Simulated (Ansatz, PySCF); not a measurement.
## Band gap of diamond-structure Si: levels of theory against measurement

Reference value: 1.23 eV (measured, zero-point renormalisation of 0.06 eV added back here (the table's ZPR column); inputs from Chen et al. (2018), doi:10.1103/physrevmaterials.2.073803).

```
level (code)                value (eV)  cell (Å³/atom)
---------------------  ---------------  --------------
LDA (Ansatz)           0.47 (indirect)           20.01
PBE (Ansatz)           0.57 (indirect)           20.01
rVV10 (Ansatz)                    0.68           20.61
r²SCAN+rVV10 (Ansatz)  0.73 (indirect)           20.07
evGW@PBE (PySCF)                   ___           20.01
```

Task: Complete the blanks.

Result: 
- evGW@PBE (PySCF), value (eV): 1.41 ± 0.07

Errors against the reference: LDA -0.76 eV, PBE -0.66 eV, rVV10 -0.55 eV, r²SCAN+rVV10 -0.50 eV, evGW@PBE +0.18 eV.

Of the ranked levels evGW@PBE (+0.18 eV) comes nearest. Among them LDA (-0.76 eV) misses by most. Of the ranked levels only evGW@PBE lands within 0.3 eV.

Published values of wave-function and many-body methods: 1.7 ± 0.1 eV (published DMC value, backflow, extrapolated, pseudopotential, static lattice; Yang et al. (2020), arXiv:1910.07531).

Density-functional gaps are differences of (generalised) Kohn–Sham levels of a static lattice; semilocal ones lie below quasiparticle gaps as a rule. Measured gaps hold zero-point and thermal shifts unless a correction is named.  A ± on a computed value is a rough bar: the spread of its extrapolation, a floor set from checks against published values, or a statistical error. rVV10: the gap is read on the k mesh or supercell of the run alone and can be too large. Values are at the measured cell; rVV10 at the level's own relaxed cell; r²SCAN+rVV10 at the level's own relaxed cell. Cutoffs and k meshes differ between the levels. Ansatz's density-functional and Hartree–Fock values are scalar-relativistic unless marked +SOC, with PAW data made under PBE.

Differences are worked out from the printed values.

Ansatz is a first-principles code.
